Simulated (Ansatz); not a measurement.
Property card for Rb₂Ni₃S₄

Theory: Ansatz, DFT r2SCAN, scalar-relativistic, plane waves, PAW.

Settings: cutoff 500 eV, Γ-centred mesh 6×6×6 on the computed 9-atom cell, Gaussian smearing of 0.02 eV; no spin polarisation.

The structure is relaxed at this level of theory with its symmetry kept. Whether it is the stable form of this composition wasn't checked.

```yaml
crystal:
  lattice:
    - [0.00000, 4.96738, 6.90043]
    - [2.93213, 0.00000, 6.90043]
    - [2.93213, 4.96738, 0.00000]
  atoms:
    - { symbol: Rb, position: [0.66174, 0.66174, 0.33826] }
    - { symbol: Rb, position: [0.33826, 0.33826, 0.66174] }
    - { symbol: Ni, position: [0.00000, 0.00000, 0.00000] }
    - { symbol: Ni, position: [0.00000, 0.00000, 0.50000] }
    - { symbol: Ni, position: [0.50000, 0.50000, 0.00000] }
    - { symbol: S, position: [0.06393, 0.72851, 0.27149] }
    - { symbol: S, position: [0.27149, 0.93607, 0.06393] }
    - { symbol: S, position: [0.72851, 0.06393, 0.93607] }
    - { symbol: S, position: [0.93607, 0.27149, 0.72851] }
```

- Space group: Fmmm (No. 69)
- Volume per atom: 22.33 Å³
- Formation energy from the elements' standard states (uncorrected): -0.878 eV/atom
- Generalised Kohn–Sham band gap: 1.02 eV, indirect from (0.000, 0.344, 0.344) to (0.495, 0.292, -0.208)
- Löwdin character of the top 1 eV of the valence band: Ni 3d 81 %, S 3p 16 %
- Löwdin character of the lowest 1 eV of the conduction band: S 3p 48 %, Ni 3d 42 %
- Electron masses at the edge by Cartesian direction of the standard setting (m_e; degenerate bands sorted by energy; no spin-orbit coupling): x: 0.59; y: 2.8; z: 1.6
- Hole masses at the edge by Cartesian direction of the standard setting (m_e; degenerate bands sorted by energy; no spin-orbit coupling): x: 1.4; y: 1.3; z: 22
- Bulk modulus: 23.3 GPa
- Its pressure derivative: 8.0
- Bader charges (e): Rb (2 in the cell) 0.82, Ni (1 in the cell) 0.48, Ni (2 in the cell) 0.48, S (4 in the cell) -0.77

A ferromagnetic start lost its moments in a first run, so spin was left out; other magnetic orders weren't tried.

Cost: 10 runs of about 60 core-minutes in all, on Intel Xeon Processor @ 2.70GHz (shared hosts).